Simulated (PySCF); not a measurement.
One of the candidates below gave these computed data.

All candidates are C6H10.

| technique | computed result |
| --- | --- |
| Rotational structure | rotational constants A, B, C: 5.587, 4.258, 3.142 GHz [PBE0-D3(BJ)/def2-SVP] |
| 13C NMR | chemical shifts (computed TMS as zero) by class: 29.9 (2 C), 21.9 (1 C), 18.5 (2 C), 7.5 (1 C) ppm [GIAO PBE0/pcSseg-1] |
| Triplet | lowest triplet excitation (Tamm–Dancoff): 7.34 eV [TDA CAM-B3LYP/def2-SVPD] |
| Valence photoelectron | vertical ionisation energy: 9.75 eV [ΔSCF CAM-B3LYP/def2-SVPD] |
| Dipole | 0.18 D [CAM-B3LYP/def2-SVPD] |
| Couplings | largest of the computed one-bond spin–spin couplings (means over like bonds): 13C–1H +173.2 (×2), 13C–1H +167.2, 13C–1H +165.5, 13C–1H +137.9, 13C–1H +137.6 (×2), 13C–1H +132.8, 13C–1H +132.2 (×2), 13C–13C +43.2 (×2) Hz [B3LYP/pcJ-1, spin–dipole term left out] |
| UV, strongest line | among the 10 lowest singlet transitions: S10 at 9.11 eV (136 nm, f = 0.055) [TDDFT CAM-B3LYP/def2-SVPD] |

Gas-phase values; electronic properties from PySCF, density fitting. Levels stand in brackets. Isolated species at its PBE0-D3(BJ)/def2-SVP geometry (one conformer only). NMR classes are plain means over equivalent atoms (diastereotopic ones count apart unless rotation or inversion swaps them), as if these changed places fast.

Question: Which candidate is it?
A. `C1C[C@@H]2C[C@@H]2C1`
B. `C1C[C@H]2CC[C@@H]12`
C. `C1CC1C1CC1`

Answer: A. It is `C1C[C@@H]2C[C@@H]2C1`. Numbering: `[CH2:1]1[CH2:2][C@@H:3]2[CH2:4][C@@H:5]2[CH2:6]1`. Its formula, C6H10, gives 2 degrees of unsaturation: 2 rings and 0 π bonds in the structure found. 6 carbons fall into 4 classes; from least to most shielded: ring CH2 carbon [C2/C6] (29.9 ppm, 2 C), ring CH2 carbon [C1] (21.9 ppm), sp3 carbon at a ring junction [C3/C5] (18.5 ppm, 2 C), three-membered-ring carbon [C4] (7.5 ppm). The couplings run between: +173.2 Hz, sp3 carbon at a ring junction [C3] and its hydrogen (with 1 like pair); +167.2 Hz, three-membered-ring carbon [C4] and its hydrogen; +165.5 Hz, three-membered-ring carbon [C4] and its hydrogen; +137.9 Hz, ring CH2 carbon [C1] and its hydrogen; +137.6 Hz, ring CH2 carbon [C2] and its hydrogen (with 1 like pair); +132.8 Hz, ring CH2 carbon [C1] and its hydrogen; +132.2 Hz, ring CH2 carbon [C2] and its hydrogen (with 1 like pair); +43.2 Hz, ring CH2 carbon [C2] and sp3 carbon at a ring junction [C3] (with 1 like pair). The first electron is taken from the HOMO, whose largest Löwdin shares are 0.27 on each of 2 atoms of one kind (sp3 carbon at a ring junction) and 0.11 on the three-membered-ring carbon. The optimised geometry has point group Cs and is an asymmetric top.

The others, at the same levels:
- `C1CC1C1CC1` fails: it has 2 carbon classes against 4; its computed 13C shifts are 17.1 (2 C), 5.9 (4 C) ppm, vertical ionisation energy is 9.37 eV (against 9.75 eV) and strongest line among the 10 lowest singlet transitions is S8 at 8.56 eV (145 nm, f = 0.090) (against S10 at 9.11 eV).
- `C1C[C@H]2CC[C@@H]12` fails: its computed strongest line among the 10 lowest singlet transitions is S5 at 8.28 eV (150 nm, f = 0.065) (against S10 at 9.11 eV) and rotational constant A is 6.208 GHz (against 5.587 GHz).

Each candidate is one conformer, not necessarily the lowest. Dipoles, sizes and rotational constants follow the conformer. The torsions of the flexible species, by atom-mapped SMILES:
- `[CH2:1]1[CH2:2][CH:3]1[CH:4]1[CH2:5][CH2:6]1`: C2–C3–C4–C5 109°

The conformers of `C1C[C@@H]2C[C@@H]2C1` aren't listed.
